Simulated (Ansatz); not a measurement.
Input file for Ansatz (an electronic-structure program): U-RI-MP2/aug-cc-pVTZ on OHC2H6ts, 2S+1 = 2. Files ending in .json are basis or fitting sets from the Basis Set Exchange.

Ansatz 0.2 input:
```yaml
crystal:
  periodic: [false, false, false]
  atoms:
    - {symbol: C, position_ang: [1.45833400, -0.44636500, 0.02547800]}
    - {symbol: C, position_ang: [0.46942300, 0.69742200, -0.02749300]}
    - {symbol: O, position_ang: [-1.85303700, -0.31465900, -0.05305500]}
    - {symbol: H, position_ang: [1.30176400, -1.06107900, 0.91073700]}
    - {symbol: H, position_ang: [1.36658500, -1.08618900, -0.85111800]}
    - {symbol: H, position_ang: [2.48224500, -0.06687900, 0.05715000]}
    - {symbol: H, position_ang: [0.47106900, 1.32544300, 0.86103700]}
    - {symbol: H, position_ang: [0.53352400, 1.30349500, -0.92856000]}
    - {symbol: H, position_ang: [-0.63023200, 0.20781600, -0.07846500]}
    - {symbol: H, position_ang: [-2.26720700, 0.38832100, 0.46575100]}
basis:
  gaussian:
    orbitals: aug-cc-pVTZ
    fitting: {mean_field: def2-universal-JKFIT, correlation: aug-cc-pVTZ-RIFIT.json}
magnetization: {spin_polarized: true, initial_magnetization: 1}
correlation: {method: mp2, electrons: outside_noble_gas}
scf: {omitted_lower_state_checks: [cluster_reference]}
```

It printed:

```
WARN ansatz: RAYON_NUM_THREADS=1 ignored (pool sized by the plan → 1); use --threads N
Functional definition: HF
these checks for a lower state are left out or cut short: cluster_reference
integrals: 0.34 GiB planned
353 factors; integrals over basis functions are off by at most 9.4e-1 eV
mean field: 0.80 GiB planned
mean field evaluation 1: about -4203.4510 eV, gradient 2.9e1 eV
mean field evaluation 2: about -4206.4892 eV, gradient 1.9e1 eV
mean field evaluation 4: about -4207.9299 eV, gradient 2.5e0 eV
mean field evaluation 8: about -4208.0948 eV, gradient 1.5e-1 eV
mean field evaluation 16: about -4208.0796 eV, gradient 1.7e0 eV
mean field -4208.09567249 eV, -154.6446636143 hartree, gradient 2.4e-6 eV, S^2 0.785494; 2 other end points of the search recorded, 0 dependent functions left out
3 core orbitals not correlated
640 factors; their error is unknown
reference -4208.09567249 eV, -154.6446636143 hartree; 11, 10 occupied and 285, 286 virtual orbitals, 640 factors
second order -16.54678607 eV of doubles, -0.00000000 eV of singles
Total energy: -4224.64245856 eV, -155.2527467866 hartree
Checks for a lower state left out: cluster_reference
```

The run converged.

Cost: very roughly 12 core-seconds.
